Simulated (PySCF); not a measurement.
# Ionisation energy of Mg by level of theory

Mg [Ne] 3s2 (1S) → Mg⁺ [Ne] 3s1 (2S), as a difference of total energies. All numbers are calculated (PySCF 2.14, scalar relativity by spin-free X2C-1e, in jorge-DZP-DKH). Correlated levels: valence: [Ne] frozen. The calculations carry no spin-orbit coupling.

```csv
method,ionisation energy (eV)
UHF,6.610
BP86,7.724
PBE0,7.561
MP2 (valence),7.179
SCS-MP2 (valence),7.293
CCSD (valence),7.501
```

Task: How much does correlation contribute at MP2 (valence)?

Result: 7.179 − (6.610) = 0.569 eV, measured against UHF.

Errors of the correlated levels include the incompleteness of this basis and the frozen core.

With two correlated electrons CCSD is exact in that space.

For comparison: 7.646 eV (measured; NIST Atomic Spectra Database, ionization energies).
